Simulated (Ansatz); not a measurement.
**BH₄ (doublet): from Hartree-Fock to the top rungs at distance H1–H2 along a hydrogen transfer = 1.149 Å, cc-pVDZ**

Aim: climb from Hartree-Fock through coupled cluster and multireference methods for BH₄ (doublet) at one geometry and basis, and see what each rung misses.

The runs use Ansatz 0.2.0, Gaussian basis; cc-pVDZ, core rule «outside noble gas», up to 1 orbitals frozen.

The runs, in order: UHF; CCSD(T) on ROHF; CCSD(T) on UHF; BCCD(T) on ROHF; CISD; CCSDT(Q) on ROHF; CCSDT(Q) on UHF; CCSDTQ on ROHF; CCSDTQ on UHF; CASSCF and MRCISD+Q, 3 electrons in 3 orbitals; CASSCF and NEVPT2, 3 electrons in 3 orbitals; CASSCF and MRCISD+Q, 7 electrons in 8 orbitals; CASSCF and NEVPT2, 7 electrons in 8 orbitals; Full CI.

2 further runs of the same task are left out: 2 for a known fault of the program.

## Step 1: What is computed

The geometry derives from fragments relaxed apart (PBE0/def2-TZVP) and kept rigid, so it is no stationary point. A hydrogen atom is moved between rigid fragments.

5 atoms, charge 0, spin multiplicity 2.

Atoms are counted from 1 here; the program's logs count them from 0.

Bond lengths: H2–B3 1.332 Å, B3–H4 1.191 Å, B3–H5 1.191 Å. Angles: H2–B3–H4 115.3°, H2–B3–H5 115.3°, H4–B3–H5 129.4°.

Geometry (Å):

```xyz
5
charge 0, multiplicity 2
H    -2.29121    0.00000    0.00000
H    -1.14221    0.00000    0.00000
B     0.18979    0.00000    0.00000
H     0.69887    0.00000    1.07701
H     0.69887    0.00000   -1.07701
```

## Step 2: UHF

Contents of in.yaml:

```yaml
crystal:
  periodic: [false, false, false]
  atoms:
    - {symbol: H, position_ang: [-2.291207, 0.000000, 0.000000]}
    - {symbol: H, position_ang: [-1.142207, 0.000000, 0.000000]}
    - {symbol: B, position_ang: [0.189793, 0.000000, 0.000000]}
    - {symbol: H, position_ang: [0.698866, 0.000000, 1.077008]}
    - {symbol: H, position_ang: [0.698866, 0.000000, -1.077008]}
basis:
  gaussian: {orbitals: cc-pVDZ}
magnetization: {spin_polarized: true, initial_magnetization: 1}
hamiltonian: {xc: hf}
output: {orbitals: {seedname: orbitals}}
```

On the command line:

```bash
$ ansatz run in.yaml --threads 1 --pin off --events-out ev --progress --plain --max-ram 4096MiB --backend cpu
```

The runs that follow: CCSD(T) on ROHF; CCSD(T) on UHF; BCCD(T) on ROHF; CISD; CCSDT(Q) on ROHF; CCSDT(Q) on UHF; CCSDTQ on ROHF; CCSDTQ on UHF; CASSCF and MRCISD+Q, 3 electrons in 3 orbitals; CASSCF and NEVPT2, 3 electrons in 3 orbitals; CASSCF and MRCISD+Q, 7 electrons in 8 orbitals; CASSCF and NEVPT2, 7 electrons in 8 orbitals; Full CI.

Q: Predict the results of all the runs planned. Wanted: FCI below the RHF energy; RMP2 from FCI; UMP2 from FCI; RCCSD from FCI; RCCSD(T) from FCI; UCCSD(T) from FCI; RCCSDT(Q) from FCI; UCCSDT(Q) from FCI; NEVPT2 pair from FCI.

The runs gave:

| quantity | value |
| --- | --- |
| FCI below the RHF energy | -3.6339 eV |
| RMP2 from FCI | +819.5 meV |
| UMP2 from FCI | +812.4 meV |
| RCCSD from FCI | +71.5 meV |
| RCCSD(T) from FCI | +15.4 meV |
| UCCSD(T) from FCI | +15.3 meV |
| RCCSDT(Q) from FCI | +0.4 meV |
| UCCSDT(Q) from FCI | +0.3 meV |
| NEVPT2 pair from FCI | +762.4 meV |
| NEVPT2 valence from FCI | +609.9 meV |
| MRCISD+Q valence from FCI | +7.9 meV |
| levels within 1 kcal/mol (43 meV) | RCCSD(T), UCCSD(T), BCCD(T), RCCSDT, UCCSDT, RCCSDT(Q), UCCSDT(Q), RCCSDTQ, UCCSDTQ, MRCISD+Q valence |
| T1 diagnostic | 0.024 |
| effectively unpaired electrons | 1.03 |

What this shows: RCCSD(T) lands +15.4 meV from the yardstick (0.4 % of the correlation energy). One determinant dominates. Of the multireference levels listed MRCISD+Q valence comes nearest in total energy (+7.9 meV), which doesn't show that its space is the better one. These misses are within one basis, not against nature; the frozen cores of restricted and unrestricted runs differ, which can shift their rows.
